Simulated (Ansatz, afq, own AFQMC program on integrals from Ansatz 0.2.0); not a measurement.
Integrals from Ansatz 0.2.0, then the random walk in our own AFQMC program (afq).

```yaml
crystal:
  periodic: [false, false, false]
  atoms:
    - {symbol: B, position_ang: [0.000000, 0.000000, 0.000000]}
basis:
  gaussian: {orbitals: cc-pVDZ}
magnetization: {spin_polarized: true, initial_magnetization: 1}
correlation: {method: ccsd_t, electrons: outside_noble_gas, hamiltonian_folder: ham}
```

```sh
$ ansatz run in.yaml --threads 1 --pin off --events-out ev --progress --plain --max-ram 1843MiB
```

afq runs on the folder ham with

```
--method phaseless --trial cisd --walkers 200 --populations 1 --least-time 40 --time-step 0.005 --steps-per-block 50 --equilibration-blocks 28 --max-blocks 300 --target-error 0.00021 --factor-cut 1e-05 --start spin_pure --seed 6973 --release-times 0.24,0.5,1,1.5 --release-step 0.02 --release-every 4 --taylor-order 6
```

Times are imaginary, in 1/Eh. The walk had a cap of 398 s.

Output of the walk:

```
orbitals 13  electrons 2 1  factors 66 of 71
reference energy -24.52996142 Eh
CCSD correlation -0.05864233 Eh in 10 cycles, weight of the determinant in the CISD state 0.9340
energy of the start -24.588594 Eh
 block  time / (1/Eh)  mean weight  energy / Eh
     1     0.250  0.9999  -24.588664
     2     0.500  0.9999  -24.588809
     3     0.750  0.9997  -24.588883
     4     1.000  1.0002  -24.589043
     5     1.250  0.9999  -24.589308
    10     2.500  0.9996  -24.589441
    29     7.250  1.0005  -24.589721
    49    12.250  0.9995  -24.589456
    61    15.250  1.0000  -24.589323
    69    17.250  1.0004  -24.589636
    89    22.250  1.0002  -24.590022
   109    27.250  0.9991  -24.589457
   121    30.250  1.0003  -24.590219
   129    32.250  1.0010  -24.589464
   149    37.250  1.0005  -24.589348
   169    42.250  0.9995  -24.589697
   185    46.250  0.9998  -24.589600
blocks merged  error / Eh  count
     1  0.000019  160
     2  0.000022  80
     4  0.000026  40
     8  0.000026  20
    16  0.000027  10
released: time / (1/Eh)  energy / Eh  error  mean overlap
  0.24  -24.589647  0.000031  1.0017
  0.50  -24.589654  0.000032  1.0007
  1.00  -24.589720  0.000031  1.0063
  1.50  -24.589796  0.000035  0.9978
energy -24.589657 +/- 0.000026 Eh
(rows thinned)
```

The run passed its tests (sampling time, drift between the halves within three errors, error under three times the target), which doesn't prove that it has relaxed.

Against this walk (error 0.7 meV) on the same determinant: CCSD(T) 6.8 meV higher, full CI (a separate run on its own orbitals, whose frozen core shifts it by up to a few meV) 2.7 meV lower. The error is statistical and leaves out the bias of the constraint. Released to 1.50 1/Eh the energy lies 3.8 ± 1.2 meV (both errors) below the phaseless value, which shows part or all of the bias of the constraint, and full CI lies 1.0 meV above the released value.

Cautions: constraint bias not in the error; full CI with its own frozen core.

The walk took 37 s on 1 thread of Arm Neoverse V2, with other jobs on the host. The log's last line is the phaseless energy.

A walk keeps the symmetry of its determinant, which the program's search chose and which needn't be the lowest solution, so a lower state of the same spin and another symmetry isn't excluded.
